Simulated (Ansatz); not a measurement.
```yaml
crystal:
  periodic: [false, false, false]
  atoms:
    - {symbol: C, position_ang: [0.000000, 0.000000, -1.561699]}
    - {symbol: C, position_ang: [0.000000, 0.000000, -0.230641]}
    - {symbol: Ga, position_ang: [0.000000, 0.000000, 1.792340]}
basis:
  gaussian: {orbitals: def2-TZVP}
magnetization: {spin_polarized: true, initial_magnetization: 3}
hamiltonian: {xc: pbe0}
relax: {f_tol: 0.004, max_steps: 80}
```

```sh
$ ansatz run in.yaml --threads 1 --pin off --events-out ev --progress --plain --max-ram 2176MiB
```

Steps of the relaxation (energy above the last step; positions in Å, forces in eV/Å):

```
3
step 1, 69.6 meV
C     0.000    0.000   -1.562    0.000    0.000    1.323
C     0.000    0.000   -0.231    0.000    0.000   -0.308
Ga    0.000    0.000    1.792    0.000    0.000   -1.015
```

```
3
step 2, 12.5 meV
C     0.000    0.000   -1.532    0.000    0.000    0.293
C     0.000    0.000   -0.218    0.000    0.000    0.228
Ga    0.000    0.000    1.750    0.000    0.000   -0.521
```

```
3
step 3, 0.4 meV
C     0.000    0.000   -1.511    0.000    0.000   -0.091
C     0.000    0.000   -0.203    0.000    0.000   -0.010
Ga    0.000    0.000    1.714    0.000    0.000    0.101
```

```
3
step 4, 0.0 meV
C     0.000    0.000   -1.515    0.000    0.000    0.046
C     0.000    0.000   -0.205    0.000    0.000   -0.039
Ga    0.000    0.000    1.720    0.000    0.000   -0.006
```

```
3
step 5, 0.0 meV
C     0.000    0.000   -1.515    0.000    0.000    0.000
C     0.000    0.000   -0.205    0.000    0.000    0.000
Ga    0.000    0.000    1.720    0.000    0.000    0.000
```

Close pairs at the end: C1–C2 1.310 Å, C2–Ga3 1.924 Å.

A stationary point of unrestricted PBE0 after 5 steps, with ⟨S²⟩ = 3.756 against 3.75 for a pure state; no frequencies were run, so it isn't proven a minimum. 78 s on 1 thread of Arm Neoverse V1, shared host.
